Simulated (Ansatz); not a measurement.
Density of states of W (Im-3m, a = 3.168 Å, b = 3.168 Å, c = 3.168 Å, α = 90.00°, β = 90.00°, γ = 90.00°), in states per eV and primitive cell, averaged over bins of 0.5 eV. Theory: DFT r2SCAN, scalar-relativistic, plane waves, PAW in Ansatz 0.2.0.

Plane waves to 500 eV, a k mesh through Γ of 18×18×18 on the computed 1-atom cell and Gaussian smearing (0.10 eV); no spin polarisation.

The cell is relaxed at this level. The states (both spins) are summed by tetrahedra on a 27×27×27 mesh at the self-consistent density. Energies are bin centres; the table starts no lower than −8 eV and ends at 6 eV, or lower where the solved bands end.

It is a metal at this level.

```csv
E − E_F (eV),total,W 5d,W 6s,W 5p
-7.80,0.11,0.01,0.10,0.00
-7.30,0.15,0.02,0.12,0.00
-6.80,0.23,0.06,0.15,0.01
-6.30,0.58,0.34,0.21,0.01
-5.80,0.68,0.48,0.18,0.01
-5.30,0.85,0.68,0.15,0.01
-4.80,1.05,0.91,0.12,0.01
-4.30,0.46,0.42,0.03,0.01
-3.80,0.80,0.77,0.01,0.01
-3.30,1.68,1.63,0.01,0.02
-2.80,1.09,1.02,0.04,0.01
-2.30,1.46,1.27,0.11,0.02
-1.80,1.26,1.08,0.11,0.01
-1.30,0.62,0.51,0.05,0.01
-0.80,0.35,0.27,0.03,0.00
-0.30,0.34,0.27,0.02,0.00
0.20,0.48,0.43,0.01,0.00
0.70,0.65,0.62,0.01,0.00
1.20,0.76,0.73,0.01,0.00
1.70,0.95,0.92,0.01,0.00
2.20,1.04,1.01,0.01,0.00
2.70,1.04,1.02,0.01,0.00
3.20,1.77,1.70,0.05,0.00
3.70,1.47,1.29,0.13,0.00
4.20,0.62,0.46,0.10,0.00
4.70,0.48,0.35,0.08,0.00
5.20,0.42,0.31,0.07,0.00
5.70,0.30,0.19,0.07,0.00
```

The columns after the total are the Löwdin projections on the occupied valence shells of the potentials. The rest of the total lies in shells that are empty in the free atom, which aren't projected, and between the atoms.

Spin-orbit coupling is left out, which matters for the bands of heavy elements.